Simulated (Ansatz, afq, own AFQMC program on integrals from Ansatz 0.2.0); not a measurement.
Cr, septet → Cr⁺, sextet

A free Cr atom.

E(sextet, charge +1) − E(septet, charge +0) at this geometry, on UHF and UHF determinants.

Basis def2-SVP. Noble-gas cores (and the filled d shells of Ga–Kr and In–Xe) are frozen. AFQMC by an in-house program on the Cholesky factors that Ansatz 0.2.0 writes for its CCSD(T) run. ph-AFQMC/CISD is guided by a CISD state made of CCSD amplitudes; releasing the constraint for a short imaginary time cuts its bias at the price of noise, slowly where states lie close. ± is one standard error of the sampling. The metal's outer-core s and p shells are frozen, which shifts wave-function levels against functionals. The errors of all members are added in quadrature.

Full CI on the same integrals is exact in this basis and with this determinant's frozen core.

Errors are counted within def2-SVP, not against nature.

Cautions: no relativity below Rb; outer-core shells of the metal frozen; Cr⁺ (sextet): the released energies have errors that jump between times, so the bars are unsure, so no released level is given (meV from the phaseless value at times in 1/Eh: -3 ± 7 at 0.60, -15.1 ± 0.8 at 1.20, 4 ± 15 at 2.00, -26 ± 6 at 3.00, -52 ± 27 at 4.20), though the last usable value meets full CI within the noise, its ph-AFQMC/CISD value lies 17.3 ± 0.8 meV above full CI.

```json
{"level": "CCSD", "vertical ionization energy (kcal/mol)": "139.8"}
{"level": "HF", "vertical ionization energy (kcal/mol)": "134.6"}
```

(1) From these cheaper values, estimate the vertical ionization energy at the reference level in def2-SVP.

(1) 140.0 kcal/mol (full CI in def2-SVP).

| level | vertical ionization energy (kcal/mol) | error against FCI (kcal/mol) |
| --- | --- | --- |
| MP2 | 139.6 | -0.4 |
| CCSD(T) | 140.0 | 0.0 |
| CCSDT | 140.0 | 0.0 |
| CCSDT(Q) | 140.0 | 0.0 |
| CCSDTQ | 140.0 | 0.0 |
| ph-AFQMC/CISD | 140.3 ± 0.04 | 0.2 ± 0.04 |

Correlation beyond CCSD(T) changes it by less than 2 meV. The perturbative (T) step is worth +0.2 kcal/mol.

CCSDT and higher add their correlation energy to the determinant of the CCSD(T) run, since their own runs factorise the integrals more tightly (a shift of under 2 meV). A walk keeps the symmetry of its determinant, which the program's search chose and which needn't be the lowest solution, so a lower state of the same spin and another symmetry isn't excluded.
